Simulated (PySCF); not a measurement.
Molecule: ethyl propyl sulfide, C$_{5}$H$_{12}$S.

Cartesian coordinates in Å; atom numbers follow the order of the lines, from 1:
```xyz
18

C    -2.628    0.419   -0.261
C    -1.560   -0.084    0.700
C    -0.541   -0.974    0.004
S     0.455   -0.089   -1.245
C     1.681    0.761   -0.192
C     2.791   -0.162    0.276
H    -3.319    1.085    0.249
H    -3.192   -0.415   -0.674
H    -2.164    0.959   -1.083
H    -2.027   -0.662    1.503
H    -1.053    0.767    1.160
H     0.151   -1.423    0.716
H    -1.041   -1.768   -0.550
H     1.148    1.208    0.647
H     2.080    1.556   -0.821
H     2.400   -0.956    0.909
H     3.286   -0.617   -0.579
H     3.525    0.401    0.849
```

Frames of a GFN2-xTB Langevin trajectory at 300 K; GIAO PBE0/pcSseg-1 shieldings in PySCF 2.14, gas phase, non-relativistic; equivalent atoms averaged within each frame.

Chemical shifts δ = σref − σ; ¹³C (186.93 ppm), ¹H (31.72 ppm) against TMS; CS2 for ³³S (503.73 ppm), all at this level. The references are static minima.

How do the shifts (ppm) fluctuate along the trajectory?

Answers


| time (fs) | C3 | C5 | C2 | C6 | C1 | S4 | H14/H15 | H12/H13 | H16/H17/H18 | H10/H11 |
| --- | --- | --- | --- | --- | --- | --- | --- | --- | --- | --- |
| optimised geometry | 37.1 | 29.3 | 23.8 | 17.1 | 13.9 | -6 | 2.32 | 2.41 | 1.28 | 1.46 |
| 250 | 37.6 | 36.6 | 27.8 | 20.1 | 10.4 | 71 | 3.20 | 1.56 | 1.55 | 0.94 |
| 425 | 41.0 | 44.5 | 33.8 | 20.0 | 18.1 | 53 | 2.37 | 2.76 | 1.26 | 2.38 |
| 625 | 38.7 | 37.1 | 25.3 | 18.7 | 9.3 | 49 | 2.88 | 2.93 | 1.51 | 1.11 |
| 800 | 27.4 | 21.9 | 25.7 | 15.9 | 15.1 | -3 | 1.66 | 1.31 | 1.64 | 1.10 |
| 1000 | 37.6 | 30.0 | 25.6 | 17.5 | 12.8 | -2 | 2.14 | 2.62 | 1.31 | 1.59 |
| mean of frames | 36.5 | 34.0 | 27.6 | 18.4 | 13.2 | 34 | 2.45 | 2.23 | 1.45 | 1.43 |
| standard deviation | 5.2 | 8.5 | 3.6 | 1.8 | 3.6 | 34 | 0.61 | 0.74 | 0.16 | 0.59 |

5 frames give an uncertainty of the mean of about the standard deviation over 2.2 at best, since frames this close in time may not be independent; classical motion lacks zero-point vibration, and the reference would need the same averaging.
